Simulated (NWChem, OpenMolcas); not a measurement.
**How methods differ on C2H6Si (SMILES C[Si]C)**

C2H6Si has 9 atoms, charge 0, and is taken as a singlet. SMILES: `C[Si]C`. Geometry: relaxed at PBE0-D4/def2-TZVP.

Quantity: the HOMO–LUMO gap, in eV. The values are calculated.

```json
{"level": "HF/6-311+G**", "kind": "Hartree–Fock", "program": "OpenMolcas", "value (eV)": "9.14"}
{"level": "SVWN5/6-311+G**", "kind": "LDA", "program": "NWChem", "value (eV)": "1.89"}
{"level": "BLYP/6-311+G**", "kind": "GGA", "program": "OpenMolcas", "value (eV)": "2.00"}
{"level": "PBE/6-311+G**", "kind": "GGA", "program": "NWChem", "value (eV)": "1.97"}
{"level": "revPBE/6-311+G**", "kind": "GGA", "program": "OpenMolcas", "value (eV)": "2.01"}
{"level": "M06-L/6-311+G**", "kind": "meta-GGA", "program": "OpenMolcas", "value (eV)": "2.37"}
{"level": "B3LYP/6-311+G**", "kind": "global hybrid", "program": "NWChem", "value (eV)": "3.49"}
{"level": "PBE0/6-311+G**", "kind": "global hybrid", "program": "OpenMolcas", "value (eV)": "3.84"}
```

The values span 1.89 to 9.14 eV. Orbital gaps aren't excitation energies; they tend to grow with the share of exact exchange.
